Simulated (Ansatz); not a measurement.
A nudged elastic band was laid between two geometries of AlFH2O + H2 (7 atoms, charge 0, multiplicity 1).

Theory: RKS B3LYP/def2-SVP (Ansatz 0.2.0).

```
movable images  : 7
climbing image  : yes
spring          : 5.0 eV/Å²
optimiser       : quadratic models (default)
start path      : through a guess of the saddle point
force threshold : 0.05 eV/Å
iteration limit : 60
end points      : relaxed
```

First end point:

```xyz
7
Properties=species:S:1:pos:R:3
Al 0.041 -0.229 0.075
F 0.007 -0.633 1.699
H 1.393 0.111 -0.629
O -1.369 -0.356 -0.858
H -2.247 -0.609 -0.561
H -0.278 2.148 0.709
H -0.196 1.782 1.373
```

Last end point:

```xyz
7
Properties=species:S:1:pos:R:3
Al -0.119 0.432 -0.153
F 0.028 0.120 1.908
H 1.208 -0.208 -0.727
O -1.671 -0.166 -0.553
H -1.867 -0.982 -1.020
H -0.160 1.951 0.394
H -0.068 1.065 1.961
```

Q: What changes between the two ends?

A: Bonds broken: H6–H7. Bonds formed: Al1–H6, F2–H7. AlFH2O + H2 becomes AlFH4O.

Q: Give the energies along the band, and the barrier.

A: The forces met the threshold. The highest image is number 7 of 0 to 8, 1.38 eV above the first end and 0.03 eV above the last; the last end lies 1.35 eV above the first. The profile has 2 maxima (images 2, 7) with wells between them (image 3): this band takes more than one step, which may be the mechanism or a detour left from its start path. A vibrational analysis at the climbing image gives one clearly imaginary mode, 496i cm⁻¹: a first-order saddle point. The orbitals stay closed-shell, which can raise the energy where a bond breaks towards radicals; this wasn't checked here.

```csv
image,path coordinate (Å),energy (eV),H6–H7 (Å),Al1–H6 (Å),F2–H7 (Å)
0,0.00,0.00,0.76,2.48,2.44
1,0.37,0.05,0.76,2.39,2.49
2,0.74,0.11,0.76,2.35,2.47
3,1.12,0.08,0.76,2.38,2.46
4,1.50,0.10,0.76,2.30,2.15
5,1.88,0.28,0.78,2.08,1.80
6,2.26,0.92,0.90,1.83,1.40
7,2.65,1.38,1.26,1.69,1.05
8,3.10,1.35,1.80,1.62,0.95
```

Q: What is the geometry of the highest image?

A: 
```xyz
7
Properties=species:S:1:pos:R:3
Al -0.110 0.311 -0.040
F 0.031 0.157 1.911
H 1.230 -0.171 -0.709
O -1.666 -0.205 -0.500
H -1.906 -0.911 -1.105
H -0.162 1.867 0.605
H -0.064 1.166 1.647
```

The run took 120 s on 1 thread of Intel(R) Xeon(R) 6975P-C (Granite Rapids) (shared host), peak memory 0.14 GiB.
